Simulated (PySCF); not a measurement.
Simulated 1H ENDOR lines of a doublet radical (isotropic, first order, 3340.7 mT).

Class means under 0.5 MHz are left out. Line positions in MHz: 89.69, 118.85, 165.63, 194.78.

Task: What is the proton Larmor frequency at this field?

Result: νH = 5.58569 × 7.62259 MHz/T × 3.3407 T = 142.24 MHz.

Task: Pair the lines and read off the couplings.

Result: For S = 1/2 in fast tumbling each set of equivalent nuclei gives two lines, ν± = |νn ± a/2| to first order, with νn = g_N μN B/h and μN/h = 7.62259 MHz/T. A pair with |a| < 2νn is centred on νn and split by |a|; one with |a| > 2νn is centred on |a|/2 and split by 2νn.

```json
{"lower line": "89.69", "upper line": "194.78", "centred on": "νn", "|a| (MHz)": "105.09"}
{"lower line": "118.85", "upper line": "165.63", "centred on": "νn", "|a| (MHz)": "46.77"}
```

Compound: C3H2N (doublet state).
Structure used (PBE0-D3(BJ)/def2-SVP), in Å, numbered top down from 1:
```xyz
6
C3H2N angstrom
C     -1.1932   -0.2163    0.4931
C     -0.2145    0.4995   -0.0334
C      1.0504   -0.0704   -0.3901
N      2.0742   -0.5327   -0.6782
H     -1.3726   -1.2511    0.7848
H     -0.3382    1.5750   -0.2194
```

The species is `[H]/[C]=C\C#N` [radical].

Task: This is the radical. Which protons give which coupling, and how does each split the EPR lines?

Result: 105.1 MHz (computed sign +): H6, 2 bonds from C1, on C2 of spin population -0.14, a 1:1 doublet of 3.750 mT; 46.8 MHz (computed sign +): H5, 1 bond from C1, a 1:1 doublet of 1.669 mT. To first order the positions of ENDOR lines don't depend on how many nuclei share a coupling.

Level of theory: UKS B3LYP, IGLO-III on C N, pcH-1 on H, non-relativistic, mean-field spin-orbit, GIAO (PySCF 2.14.0). Geometry: PBE0-D3(BJ)/def2-SVP; no solvent, vibrations or thermal averaging. No stability test was run, so a lower SCF solution isn't excluded.

The Mulliken spin populations are largest on C1 (+1.06), C2 (-0.14) and C3 (+0.06). No atom but C1 exceeds +0.15.

The run took 17 s on one thread, x86-64 server, on a shared host.
